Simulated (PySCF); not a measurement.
How methods differ on the ionisation energy of Mg

Mg [Ne] 3s2 (1S) → Mg+ [Ne] 3s1 (2S), as a difference of total energies. Calculation: PySCF 2.14, in aug-cc-pVDZ-DK; scalar relativity by spin-free X2C-1e. Correlated levels: valence: [Ne] frozen. The calculations carry no spin-orbit coupling.

| method | ionisation energy (eV) |
| --- | --- |
| UHF | 6.634 |
| MP2 (valence) | 7.223 |
| SCS-MP2 (valence) | 7.341 |
| CCSD (valence) | 7.529 |

Question: How much does correlation contribute at MP2 (valence)?

Answer: 7.223 − (6.634) = 0.589 eV, measured against UHF.

Errors of the correlated levels include the incompleteness of this basis and the frozen core.

With two correlated electrons CCSD is exact in that space.

For comparison: 7.646 eV (measured; NIST Atomic Spectra Database, ionization energies).
